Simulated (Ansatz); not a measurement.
**Heat of formation of SClO2F (sulfuryl chloride fluoride) from total energies**

The species is SClO2F (5 atoms), meant as a singlet with charge 0. SMILES: `O=S(=O)(F)Cl`. The shape is that of a PBE0-D4/def2-TZVP optimisation.

```xyz
5

O    -0.1235   -0.1627    1.5030
S     0.1002   -0.1451    0.1112
O     1.1580   -0.8289   -0.5222
F    -1.2147   -0.6088   -0.5684
Cl    0.0800    1.7455   -0.5236
```

Total energies at CCSD(T)/def2-SVP, 13 core orbitals frozen (Ansatz 0.2.0); the atoms run unrestricted:

```
species    state   energy (Eh)
 SClO2F  singlet  -1106.463657
      O  triplet    -74.837470
      S  triplet   -397.467899
      F  doublet    -99.434717
     Cl  doublet   -459.445995
```

Harmonic wavenumbers at PBE0-D4/def2-TZVP, in cm⁻¹: 290, 302, 421, 475, 505, 636, 844, 1265, 1507.

Measured heats of formation of the gaseous atoms at 298.15 K, in kJ/mol: O 249.2, S 277.0, F 79.4, Cl 121.3. Spin-orbit lowering of the atoms at 298 K (mean of the ground term's levels less their thermal mean, from spectra), in kJ/mol: O 0.40, S 1.88, F 1.29, Cl 3.44. Take 1 Eh = 2625.50 kJ/mol, 1 cm⁻¹ = 0.0119627 kJ/mol, RT = 2.479 kJ/mol.

Work out the heat of formation of the gas at 298 K.


1. Electronic atomisation energy: 2 × (-74.837470) + (-397.467899) + (-99.434717) + (-459.445995) − (-1106.463657) = 0.440106 Eh = 1155.5 kJ/mol.
2. Zero-point energy: half the sum of the wavenumbers, 3122.5 cm⁻¹ = 37.4 kJ/mol.
3. Thermal vibrational enthalpy, Σ hcν̃/(exp(hcν̃/kT) − 1): 4.8 kJ/mol. Translation, rotation and pV of a non-linear molecule: 4 RT = 9.9 kJ/mol.
4. The 5 free atoms carry 5/2 RT each: 31.0 kJ/mol.
5. Spin-orbit coupling lowers the free atoms by 2 × 0.40 + 1.88 + 1.29 + 3.44 = 7.4 kJ/mol.
6. Atomisation enthalpy at 298 K: 1155.5 − 7.4 − 37.4 − 4.8 − 9.9 + 31.0 = 1127.0 kJ/mol.
7. Sum of the atoms' heats of formation: 976.1 kJ/mol. Heat of formation: 976.1 − 1127.0 = -150.9 kJ/mol.

The tabulated value is -556.5 kJ/mol (NIST-JANAF tables; in doubt: it may be an older value or an estimate), so this level is off by +405.6 kJ/mol, or 26.5 % of the atomisation enthalpy that the table implies (1532.6 kJ/mol). Coupled cluster needs large bases for atomisation: in a finite one the molecule is underbound. A double-zeta basis underbinds. Anharmonicity and any spin-orbit splitting of the molecule are left out, and so is core correlation.
